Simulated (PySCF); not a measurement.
Gas-phase reaction: SiF(OH)3 + SiHF ⇌ 2 SiH2F + 3 O

Energies from PySCF, thermal terms from the rigid-rotor harmonic-oscillator model, ideal gas at 1 bar. † marks an energy on the PBE0/def2-TZVP geometry and frequencies; other levels use their own. MP2 freezes the core. Open shells (unrestricted): SiH2F (multiplicity 2), O (multiplicity 3, electronic degeneracy 9); the rest are closed-shell singlets. Spin-orbit splitting is ignored; it lowers the true energy and changes the entropy of O. B3LYP is the form with VWN-RPA correlation. No R ln 2 is added for the mirror-image form of SiF(OH)3. SiF(OH)3, SiHF, SiH2F: computed as isolated molecules; such fragments, hydroxides, amides, oligomers or adducts are transient or little studied in the gas. MP2 isn't extrapolated to the basis-set limit; its ΔH°(298 K) is 1826.8 kJ in def2-SVP and 1984.0 kJ in def2-TZVPP. The harmonic model lacks anharmonicity and excited electronic states, which grow with temperature; levels with a mode under 35 cm⁻¹ are left out. Internal rotation in SiF(OH)3 is treated as a harmonic vibration of one conformer, which makes the entropy rough. Warning, point group unlike the PBE0 one: SiF(OH)3 (PBE/def2-SVP).

```tsv
level	ΔE electronic, kJ	ΔH°(298 K), kJ	ΔS°(298 K), J/K	ΔG°(600 K), kJ
B3LYP/def2-TZVP†	1903	1861	419	1610
BLYP/def2-TZVP†	1928	1886	419	1634
M06-2X/def2-TZVP†	1984	1942	419	1691
MP2/def2-SVP†	1869	1827	419	1575
MP2/def2-TZVPP†	2026	1984	419	1733
PBE/def2-SVP	1955	1915	403	1673
PBE/def2-TZVP†	1986	1943	419	1692
r2SCAN/def2-TZVP†	1923	1880	419	1629
ωB97M-V/def2-TZVP†	1984	1942	419	1690
```
ΔH° is lowest at MP2/def2-SVP† and highest at MP2/def2-TZVPP†. No reference value is set beside these.
